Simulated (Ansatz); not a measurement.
Tetragonal perovskite BaTiO₃, treated with LDA (Ansatz, a program for electronic structure, plane waves, PAW).

Settings: plane-wave cutoff 520 eV, 8×8×8 k mesh, Fermi–Dirac smearing 0.01 eV, no spin polarisation, scalar-relativistic PAW data made under PBE.

Results at a series of volumes:

```json
[
 {"V (Å³/atom)": "11.765", "E − E_lowest (meV/atom)": "10.61", "P (GPa)": "7.38"},
 {"V (Å³/atom)": "12.010", "E − E_lowest (meV/atom)": "2.50", "P (GPa)": "3.35"},
 {"V (Å³/atom)": "12.255", "E − E_lowest (meV/atom)": "0.00", "P (GPa)": "0.00"},
 {"V (Å³/atom)": "12.500", "E − E_lowest (meV/atom)": "2.19", "P (GPa)": "-2.77"},
 {"V (Å³/atom)": "12.745", "E − E_lowest (meV/atom)": "8.21", "P (GPa)": "-5.01"}
]
```

### Question
Estimate the bulk modulus from the pressures at 12.010 and 12.500 Å³/atom, and compare it with a fit to all energies.

### Answer
B = −V dP/dV. Between V = 12.010 and 12.500 Å³/atom, dP/dV = (-2.77 − (3.35))/(12.500 − 12.010) = -12.5 GPa per Å³/atom; at the midpoint 12.255 Å³/atom this gives B ≈ 153 GPa. The third-order Birch–Murnaghan fit gives V0 = 12.255 Å³/atom, B0 = 152 GPa, B′ = 8.6, which lies within 1 % of that estimate.

Shape and atoms are relaxed at each volume.

Spin–orbit coupling is not included.
